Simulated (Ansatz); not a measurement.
**singlet SiO2: levels of theory in one basis**

```json
{"atom": "O", "x (Å)": "0.0000", "y (Å)": "0.0000", "z (Å)": "-1.4345"}
{"atom": "Si", "x (Å)": "0.0000", "y (Å)": "0.0000", "z (Å)": "0.0000"}
{"atom": "O", "x (Å)": "0.0000", "y (Å)": "0.0000", "z (Å)": "1.4345"}
```

Basis set: def2-SVP (spherical functions). Left uncorrelated: 7 orbitals. Charge 0, multiplicity 1.

Computed with Ansatz (development build ahead of 0.2.0); each method stands on the lowest determinant of its kind that the runs found.

```
     method  E − E(RHF) (eV)  <S²> of the determinant
        RHF             0.00                     0.00
RHF-CCSD(T)           -12.69                        –
```

Problem. What does RHF-MP2 give on the same scale?

Solution. -12.31 eV.

Problem. Is a single determinant a sound starting point here?

Solution. By this sign, yes. Unrestricted orbitals gain 0.00 eV and <S²> is 0.00 against 0.00 for a pure state.
